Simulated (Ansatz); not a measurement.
Geometry optimisation, RKS PBE0-D4/6-31G* in Ansatz 0.2.0.

input.yaml

```yaml
crystal:
  periodic: [false, false, false]
  atoms:
    - { symbol: Si, position_ang: [0.300421, -0.026151, -0.113105] }
    - { symbol: H, position_ang: [0.368615, -0.038982, 1.355735] }
    - { symbol: H, position_ang: [1.657811, 0.162504, -0.699304] }
    - { symbol: H, position_ang: [-0.586643, 1.085365, -0.549385] }
    - { symbol: H, position_ang: [-0.255311, -1.325263, -0.57982] }
    - { symbol: P, position_ang: [-2.765006, 0.242198, 1.316383] }
    - { symbol: H, position_ang: [-2.715675, -0.78261, 0.332658] }
    - { symbol: H, position_ang: [-3.378517, -0.609233, 2.281506] }
    - { symbol: H, position_ang: [-1.450093, -0.019928, 1.788634] }
basis:
  gaussian: { orbitals: "6-31G*" }
hamiltonian:
  xc: pbe0
  dispersion: d4
relax:
  f_tol: 0.03
  max_steps: 50
```

Run as:

```bash
$ ansatz run input.yaml --threads 1 --pin off --max-ram 2048MiB --backend cpu --events-out ev --progress --plain --runs-dir out
```

**Question.** Where does it end, and by what steps?

**Answer.** The run converged. The force dipped under the threshold on the way, but the program's further checks kept it going. After 9 steps the energy has fallen by 0.199 eV; H9 moved furthest, 0.62 Å.

| step | energy less start (eV) | largest force component (eV/Å) | accepted |
| --- | --- | --- | --- |
| 0 | 0.0000 | 0.492 | yes |
| 1 | -0.1461 | 0.121 | yes |
| 2 | -0.1924 | 0.050 | yes |
| 3 | -0.1971 | 0.093 | yes |
| 4 | -0.1967 | 0.202 | no |
| 5 | -0.1979 | 0.014 | yes |
| 6 | -0.1984 | 0.057 | yes |
| 7 | -0.1987 | 0.040 | yes |
| 8 | -0.1989 | 0.020 | yes |
| 9 | -0.1991 | 0.017 | yes |

```xyz
9
Properties=species:S:1:pos:R:3
Si 0.566 -0.053 -0.235
H 0.901 -0.064 1.215
H 1.801 0.178 -1.031
H -0.412 1.035 -0.506
H -0.034 -1.362 -0.613
P -3.205 0.227 1.472
H -2.799 -0.663 0.439
H -3.712 -0.821 2.289
H -1.930 0.211 2.103
```

Whether the end is a true minimum wasn't checked by a vibrational analysis.

The run took 21 s on 1 thread of Arm Neoverse V1 (shared host), peak memory 0.11 GiB.
